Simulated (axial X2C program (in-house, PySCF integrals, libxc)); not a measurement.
Ionising NO

Computed with an in-house all-electron X2C program for linear molecules (integrals from PySCF), spin-free (one-electron X2C) or two-component (2c: spin–orbit coupling with atomic mean-field Coulomb and Gaunt terms, which also bring small scalar terms), in Dyall basis sets with cores contracted in-house; open shells are unrestricted.

Basis sets: N dyall-av3z, O dyall-av3z. Frozen shells (counts by l): NO O 1s, N 1s, 11 electrons correlated; NO⁺ O 1s, N 1s, 10 electrons correlated. Coupled cluster in natural virtuals with an MP2 remainder. Where the outer core of a metal is frozen, bonds come out longer and ionisation energies lower.

| Hamiltonian | level | NO state | Re (Å) | ωe (cm⁻¹) | De (eV) |
| --- | --- | --- | --- | --- | --- |
| spin-free | PBE0 | M_S = 1/2, Λ = 1 | 1.140 | 2023.9 | 6.58 |
| 2c | PBE0 | Ω = 1/2 | 1.140 | 2023.8 | 6.59 |
| 2c | CCSD | Ω = 1/2 | 1.145 | 2059.8 | 5.93 |

Adiabatic ionisation energy (minimum to minimum, no zero-point term) and constants of NO⁺:

```json
{"Hamiltonian": "spin-free", "level": "PBE0", "NO⁺ state": "M_S = 0, Λ = 0", "IE (eV)": "9.49", "Re (Å)": "1.054", "ωe (cm⁻¹)": "2523.9", "De (eV)": "10.92", "fragments": "O+ + N"}
{"Hamiltonian": "2c", "level": "PBE0", "NO⁺ state": "Ω = 0", "IE (eV)": "9.49", "Re (Å)": "1.054", "ωe (cm⁻¹)": "2524.1", "De (eV)": "10.93", "fragments": "O+ + N"}
{"Hamiltonian": "2c", "level": "CCSD", "NO⁺ state": "Ω = 0", "IE (eV)": "9.18", "Re (Å)": "1.060", "ωe (cm⁻¹)": "2465.1", "De (eV)": "10.12", "fragments": "O+ + N"}
```

(1) Add the zero-point terms to the ionisation energy at CCSD, 2c, and say whether the electron removed was bonding.

(2) Close the cycle De(NO⁺) + IE(NO) = De(NO) + IE(O) to find the atomic ionisation energy at CCSD, 2c.

Each entry is the lowest single determinant of a limited PBE0 search at one distance. De goes to single-determinant-based atoms at the same level (for ions the charge split of lowest energy) and is withheld (n/a) where an atom does not fit its ground term or J level. Main or longest-lived isotopes. One determinant is a doubtful description, or other states lie close, for NO; these need not be ground states, and all values refer to the states named. Some light 2c atoms are not at their ground J level, so De misses part of their lowering (0.04 eV or less). The functionals have no current term, which raises determinants with orbital currents.

Results:

(1) IE0 = IE + (ωe⁺ − ωe)/2 = 9.18 + (0.025) = 9.21 eV. Re changes by -0.085 Å, so the bond shortens, as on loss of an antibonding or a polarising non-bonding electron.

(2) IE(O) = 10.12 + 9.18 − 5.93 = 13.37 eV, for the determinants used.
